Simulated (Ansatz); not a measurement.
# Where CCSD(T) holds and where it slips

Each species is computed at the geometry given (Å), with frozen cores, in Ansatz 0.2.0: RHF-CCSD(T) for singlets, UHF-CCSD(T) otherwise, and full CI in the same basis. The program picks the determinant by trial CCSD, so it needn't be the lowest Hartree–Fock solution. States: HAlB A'', H2Si–N⁺ B2, BH Σ⁻ or Δ, BS Σ⁺ or Δ. Cases whose determinant has another symmetry than full CI's state, or whose (Q) step broke down, weren't drawn.

Judging by size, spin and bonding, rank them by the size of CCSD(T)'s error in total energy against full CI in the same basis, smallest first (an estimate).
A. H₂Si–N⁺, quintet, 6-31G: Si 0.000 0.000 0.556; N 0.000 0.000 -1.293; H 0.000 1.302 1.239; H 0.000 -1.302 1.239
B. BS, doublet, cc-pVDZ: B 0.000 0.000 0.000; S 0.000 0.000 1.780
C. HAlB, quartet, cc-pVDZ: B 0.000 -0.139 1.516; Al 0.000 0.097 -0.547; H 0.000 -1.103 -1.608
D. BH, quintet, aug-cc-pVTZ: B 0.000 0.000 0.000; H 0.000 0.000 1.206

D (2.5 meV), A (15.5 meV), C (61.5 meV), B (77.4 meV).

```csv
species,basis,correlated electrons,CCSD(T) − full CI (meV),CCSDT(Q) − full CI (meV),unpaired electrons (full CI),T1,⟨S²⟩ of the determinant
"BH, quintet",aug-cc-pVTZ,4,2.5,-0.9,4.00,0.007,6.00
"H2Si–N⁺, quintet",6-31G,10,15.5,-1.9,4.03,0.019,6.02
"HAlB, quartet",cc-pVDZ,7,61.5,1.5,3.07,0.060,3.78
"BS, doublet",cc-pVDZ,9,77.4,-11.7,1.17,0.043,0.89
```

Unpaired electrons are Σ n²(2−n)² over natural occupations; an open shell counts its own unpaired electrons too. Frozen cores follow each run's orbitals, which moves totals by a few meV.
